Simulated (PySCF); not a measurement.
Compound: C6H8.
Atom-mapped SMILES: `[CH2:1]=[C:2]=[C:3]([CH3:4])[CH:5]=[CH2:6]` (hydrogens: H7, H8 on C1; H9, H10, H11 on C4; H12 on C5; H13, H14 on C6)

Method: PySCF, PBE0-D3(BJ)/def2-SVP geometry optimisation, gas phase; density fitting, grid level 1; the optimiser is geomeTRIC in internal coordinates, started from a GFN2-xTB structure.

Step 0: E = -6338.1689 eV
```
atom  x, y, z in Å  |  force x, y, z in eV/Å
C1      0.2726   -1.9827    1.8295    0.041  -0.317   0.279
C2      0.1423   -0.9941    1.0067   -0.018   0.112  -0.144
C3      0.0103   -0.0033    0.1598   -0.053   0.650  -0.163
C4     -0.0642    1.4219    0.6379    0.036  -0.506  -0.015
C5     -0.0647   -0.2808   -1.2691    0.029  -0.211   0.343
C6     -0.1967    0.6328   -2.2236   -0.012   0.095  -0.174
H7     -0.5812   -2.4881    2.2555   -0.533  -0.253   0.218
H8      1.2415   -2.3521    2.1307    0.588  -0.166   0.143
H9      0.0073    1.4649    1.7218    0.019   0.076   0.358
H10    -1.0080    1.8698    0.3296   -0.337   0.243  -0.121
H11     0.7506    2.0029    0.2081    0.277   0.288  -0.162
H12    -0.0046   -1.3296   -1.5315    0.020  -0.410  -0.173
H13    -0.2450    0.3507   -3.2614   -0.024  -0.200  -0.568
H14    -0.2608    1.6872   -2.0161   -0.034   0.602   0.178
```

Task: Estimate the geometry and energy of step 1. (The exact step hangs on the optimiser's Hessian estimate; all steps are aligned on step 0, rigid shifts and turns removed.)

Result: E = -6338.2191 eV, largest force 0.096 eV/Å
```
atom  x, y, z in Å  |  force x, y, z in eV/Å
C1      0.2747   -1.9971    1.8469    0.007  -0.072   0.047
C2      0.1427   -1.0044    1.0093   -0.001   0.033  -0.009
C3      0.0101   -0.0006    0.1591    0.004  -0.065   0.010
C4     -0.0639    1.4202    0.6424   -0.007   0.096   0.007
C5     -0.0657   -0.2836   -1.2772    0.002  -0.048  -0.032
C6     -0.1973    0.6380   -2.2400   -0.008   0.060  -0.046
H7     -0.5988   -2.5041    2.2765    0.027   0.020  -0.012
H8      1.2643   -2.3636    2.1487   -0.032   0.015  -0.007
H9      0.0084    1.4741    1.7365   -0.001  -0.004  -0.015
H10    -1.0143    1.8867    0.3328    0.032  -0.013   0.008
H11     0.7534    2.0211    0.2093   -0.027  -0.018   0.013
H12    -0.0061   -1.3420   -1.5538   -0.002   0.024   0.014
H13    -0.2465    0.3471   -3.2926    0.002   0.006   0.028
H14    -0.2616    1.7078   -2.0200    0.003  -0.033  -0.006
```

The energy changes by -0.0502 eV. The first-order estimate −F·Δx gives -0.1043 eV and the mean of the old and new forces, exact on a quadratic surface, -0.0509 eV. The step makes an angle of 43° with the force vector and moves no atom by more than 0.032 Å.

The cost below is that of the whole optimisation. The run took 16 s wall on one thread, Arm Neoverse V2 (aarch64), on a shared host, and the process peaked at 0.56 GiB of memory.
